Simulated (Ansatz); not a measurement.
**NH₂O (quartet): the correlation ladder, def2-TZVPP**

An exercise on one series of results from a longer session: the logs are not shown, and one member is left open.

Program: Ansatz 0.2.0, Gaussian basis. Level of theory: def2-TZVPP, core rule «outside noble gas», up to 2 orbitals frozen. These are calculated values, not measurements.

The runs, in order: UHF; ROHF; CCSD(T) on UHF.

2 further runs of the same task are left out: 2 set aside as unsound or not needed.

**What is computed**

The geometry is a PBE0/def2-TZVP stationary point (not a proven minimum) of the parent state, kept for this charge and spin.

4 atoms, charge 0, spin multiplicity 4.

Atoms are counted from 1 here; the program's logs count them from 0.

Bond lengths: N1–O2 1.262 Å, N1–H3 1.014 Å, N1–H4 1.014 Å. Angles: O2–N1–H3 120.2°, O2–N1–H4 120.2°, H3–N1–H4 119.6°.

The first run:

File in.yaml:

```yaml
crystal:
  periodic: [false, false, false]
  atoms:
    - {symbol: N, position_ang: [0.000000, 0.000000, 0.598418]}
    - {symbol: O, position_ang: [0.000000, 0.000000, -0.663532]}
    - {symbol: H, position_ang: [0.000000, 0.876220, 1.108323]}
    - {symbol: H, position_ang: [0.000000, -0.876220, 1.108323]}
basis:
  gaussian: {orbitals: def2-TZVPP}
magnetization: {spin_polarized: true, initial_magnetization: 3}
hamiltonian: {xc: hf}
output: {orbitals: {seedname: orbitals}}
```

The run is started by

```bash
$ ansatz run in.yaml --threads 1 --pin off --events-out ev --progress --plain --max-ram 4096MiB --backend cpu
```

Steps of the session up to this table: UHF; ROHF; CCSD(T) on UHF.

One of the session's tables, all rows but one given; the rest of the session is left out.

```
  method  from UCCSD(T) (meV)
    ROHF                    ?
     UHF             +11457.5
    UMP2              +1132.6
   UCCSD               +416.9
UCCSD(T)                    0
```

Q: Estimate the row for ROHF from the others.

**Answer.** from UCCSD(T) (meV): +11830.3. In the column «from UCCSD(T) (meV)» it is the highest.
